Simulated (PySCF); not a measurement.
Ligands exchanged one at a time, Si Cl-H. All species are isolated molecules in the gas phase. Strings in code marks are SMILES.

The T1 excitation (TDA) from two functionals at the same geometries (CAM-B3LYP-D3(BJ)/def2-TZVP), both in PySCF: PBE-D3(BJ)/def2-TZVP and TPSSh-D3(BJ)/def2-TZVP. Excitations are Tamm–Dancoff values on a coarser integration grid. The basis has no diffuse functions, so Rydberg states are missing or too high.

| species | TPSSh-D3(BJ)/def2-TZVP (eV) |
|---|---|
| 0 of 4 Cl replaced by H (`Cl[Si](Cl)(Cl)Cl`) | 6.92 |
| 1 of 4 Cl replaced by H (`Cl[SiH](Cl)Cl`) | 7.22 |
| 2 of 4 Cl replaced by H (`Cl[SiH2]Cl`) | 7.18 |
| 3 of 4 Cl replaced by H | 7.00 |

Problem. What does PBE-D3(BJ)/def2-TZVP give for each?

Solution. 
- 0 of 4 Cl replaced by H (`Cl[Si](Cl)(Cl)Cl`): 6.35
- 1 of 4 Cl replaced by H (`Cl[SiH](Cl)Cl`): 6.70
- 2 of 4 Cl replaced by H (`Cl[SiH2]Cl`): 6.63
- 3 of 4 Cl replaced by H: 6.45
Over these rows, drawn at random from the members with no instability flagged (it was tested for open shells, ions and some series alone), PBE minus TPSSh-D3(BJ): mean -0.55 eV, from -0.57 eV to -0.52 eV.
